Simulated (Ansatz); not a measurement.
One starting cell of W (a generated cell, W built in the bcc structure type) was relaxed twice with Ansatz (plane waves, PAW, scalar-relativistic): with r2SCAN at 500 eV and with PBE at 420 eV. The r2SCAN result:

Space group Im-3m (No. 229); a = b = c = 3.170 Å, α = β = γ = 90.00°

```tsv
atom	site	symmetry	x	y	z
W	2a	m-3m	0.0000	0.0000	0.0000
```
(The calculation used a cell of 1 atom; values per cell refer to that cell.)

| quantity | r2SCAN | PBE |
|---|---|---|
| space group | Im-3m | Im-3m |
| volume (Å³/atom) | 15.93 | [?] |
| a (Å) | 3.170 | [?] |
| gap (eV, no spin-orbit coupling) | 0.00 | [?] |
| highest phonon at the sampled q (cm⁻¹) | 225 | [?] |
| softest mode (cm⁻¹) | no imaginary mode | [?] |
| pressure at 115 % of the level's own volume (GPa) | -33.5 | [?] |

Fill in the PBE column.


- volume (Å³/atom), PBE: 16.13
- a (Å), PBE: 3.184
- gap (eV, no spin-orbit coupling), PBE: 0.00
- highest phonon at the sampled q (cm⁻¹), PBE: 215
- softest mode (cm⁻¹), PBE: no imaginary mode
- pressure at 115 % of the level's own volume (GPa), PBE: -31.4

Both levels end in the same structure; PBE's volume is 1.3 % larger. Neither column is exact.

No spin polarisation in the result.

Measured for W: a 3.16 Å (static lattice; corrected from measurement; as listed in Daniel Mejia-Rodriguez, S. B. Trickey, Phys. Rev. B (2018)). Computed minus measured — a: r2SCAN +0.3 %, PBE +0.7 %. The computed values are for a static lattice.

The run could not lose the symmetry of its start.

Ansatz is a quantum-chemistry and plane-wave program.
